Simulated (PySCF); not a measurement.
**CCl⁻ from Hartree–Fock to correlated methods**

State: ³Σ⁻ (triplet), unpaired electrons π ↑↑. Set-up: PySCF, no relativity, basis sets C def2-TZVPPD, Cl def2-TZVPPD. De refers to C + Cl⁻ in their high-spin ground configurations, without counterpoise correction. The functionals are run spin-unrestricted. A positive dipole points towards Cl; it is taken about the centre of mass and depends on that origin.

```
      Level  Re (Å)  ωe (cm⁻¹)  De (eV)  μ (D)  CPU s a point (SCF and correlation, without the integrals)
        UHF   1.990        344      n/a   2.57                                                        0.96
    UHF-MP2   1.858        514     1.65    n/a                                                         1.6
UHF-SCS-MP2   1.877        485     1.46    n/a                                                         n/a
   UHF-CCSD   1.888        472      n/a    n/a                                                         n/a
UHF-CCSD(T)   1.889        474     1.61    n/a                                                          43
        LDA   1.808        556     2.73   3.87                                                           1
        PBE   1.860        505     2.23   3.65                                                         1.3
     PBEsol   1.835        535     2.47   3.76                                                        0.82
       BLYP   1.915        440     1.87   3.44                                                         0.8
     r²SCAN   1.872        485     2.06   3.55                                                           2
       PBE0   1.848        516     2.02   3.59                                                         2.4
    r²SCAN0   1.861        496     1.90   3.50                                                         2.6
      HSE06   1.852        509     2.00   3.58                                                         1.9
     B2PLYP   1.881        472     1.70   3.32                                                           2
```

Task: Which functional lies closest to UHF-CCSD(T) in De, which farthest, and by how much do they differ from it?

Result: Closest is B2PLYP (-0.8 pm in Re, -0.4 % in ωe, +0.09 eV in De against UHF-CCSD(T) in the same basis), farthest LDA (-8.1 pm in Re, +17.3 % in ωe, +1.12 eV in De). CCSD(T) converges more slowly with the basis than the functionals do and binds too weakly in this one, so the order can change at the basis-set limit.

Task: What does a quarter of exact exchange do here, going from PBE to PBE0?

Result: PBE0 less PBE: -1.2 pm in Re, +2.2 % in ωe, -0.21 eV in De. Exact exchange removes part of the self-interaction that spreads semilocal densities, and in most molecules shortens and stiffens the bond and lowers De; so it does here.

Task: What does the step from GGA to meta-GGA do here, going from PBE to r²SCAN?

Result: r²SCAN less PBE: +1.2 pm in Re, -4.0 % in ωe, -0.17 eV in De. 

Correlated steps freeze 6 core orbitals. For an ion De counts to the pair picked by the measured ionisation energies or electron affinities, which need not be the lowest pair at this level. The highest Kohn–Sham level is positive in this anion. Much of that is self-interaction error, but it also means that the finite basis helps to hold the extra electron. B2PLYP dipoles, levels and charges come from its SCF part alone. The state was picked by a PBE0 search and need not be the measured ground state.

The whole job (state search and all levels along the bond) took about 5.4 min on 2 threads of Arm Neoverse V2 (shared host), peak memory 3 GiB.
